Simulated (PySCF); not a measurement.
# CH2O2 (formic acid): the cost of one run

Programs: PySCF 2.14.0, with density-fitted response routines of our own. Each step states its level of theory. These are calculated values for one molecule in the gas phase, unless marked as measured. Atoms count from 0, in the outputs and in this text.

### 1 The starting structure

5 atoms, charge 0, multiplicity 1; geometry from: GFN2-xTB. The atoms were then displaced at random by about 0.01 Å, so the start is not that level's minimum.

Bonds of the start (Å): O0–C1 1.17, C1–O2 1.31, C1–H3 1.07, O2–H4 0.98.

### 2 Relaxing the molecule at PBE0-D3(BJ)/def2-SVP

Job settings and geometry (Å):

```
{"job": {"xc": "PBE0", "basis": "def2-SVP", "d3": "d3bj", "grid": 1, "shake": 0.01, "kind": "geom"}, "charge": 0, "multiplicity": 1}
O     -0.638370     1.100920    -0.550250
C     -0.419220     0.020880    -0.169290
O      0.762100    -0.540900    -0.167380
H     -1.122140    -0.676060     0.236390
H      1.451200     0.061190    -0.525800
```

Run with:

```bash
$ OMP_NUM_THREADS=1 python probes_run.py task.json out
```

This one command runs all jobs of the session in turn.

**Question.** How long does this first job take on 1 thread of Arm Neoverse N1, shared host, and how much memory does it need?

About 6.6 s, with a peak of 0.26 GiB.
